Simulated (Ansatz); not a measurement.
[Br···H···Br], doublet: transfer scan

Starting geometry:

```yaml
atoms:
  - { symbol: Br, position_ang: [0.0000, 0.0000, -1.6132] }
  - { symbol: H, position_ang: [0.0000, 0.0000, -0.1926] }
  - { symbol: Br, position_ang: [0.0000, 0.0000, 1.8058] }
```

From there H2 is moved from one fragment to the other while all else, the fragments' distance too, stays fixed, so the hump isn't the reaction's barrier; atoms are numbered as listed. Energies are in kJ/mol, counted from the starting geometry at the same level.

Basis cc-pVDZ; Ansatz 0.2.0. Correlated methods freeze the noble-gas cores and the filled d shells of p-block atoms. R marks a restricted (for open shells ROHF) determinant, U an unrestricted one. Active spaces: valence = (15e, 9o) chosen from the atoms' valence shells. No spin–orbit coupling is included, and no scalar relativity.

Runs in a small pair space aren't shown, since their orbitals change along the scan. A value is left out where its run failed or describes another state than the reference as far as symmetry and spin tell, or, spin-broken singlets apart, can't be checked.

Full CI isn't at hand for all of this; UCCSDT(Q) serves as the reference, and is uncertain by about the last step of the cluster series. The frozen core follows each run's orbitals, which can shift R against U totals by a few meV for light atoms and by up to 0.1 eV past Ca.

```
distance Br1-H2 (Å)  UCCSDT(Q)  error RMP2  error RCCSD  error BCCD(T)  error RCCSDT  error NEVPT2 (valence space)  error MRCISD (valence space)
              1.321       15.6        -1.7         -1.0           -0.2          -0.1                             –                             –
              1.421        0.0         0.0          0.0            0.0           0.0                           0.0                           0.0
              1.488        2.6         1.7          1.0            0.2           0.1                          -0.3                           0.6
              1.554        9.8         3.6          2.1            0.4           0.1                          -0.8                           1.1
              1.621       17.5         4.9          3.3            0.6           0.2                          -1.3                           1.5
              1.688       21.8         1.6          4.2            0.7           0.3                          -1.7                           1.7
              1.755       20.8         3.6          4.0            0.7           0.3                          -1.6                           1.7
              1.822       15.0         4.7          2.9            0.5           0.2                          -1.1                           1.4
              1.889        7.0         2.9          1.7            0.3           0.1                          -0.6                           0.9
```

Errors are those of relative energies. In total energy the starting point itself misses UCCSDT(Q) by: RMP2 85.4, RCCSD 12.2, BCCD(T) 2.4, RCCSDT 1.3, NEVPT2 (valence space) 143.8, MRCISD (valence space) 57.3 kJ/mol.

Spread of the error over the points with a reference, to 1.889 Å (largest less smallest): RCCSDT 0.3, BCCD(T) 0.9, NEVPT2 (valence space) 1.7 (8 of 9 points), MRCISD (valence space) 1.7 (8 of 9 points), RCCSD 5.2, RMP2 6.6 kJ/mol.
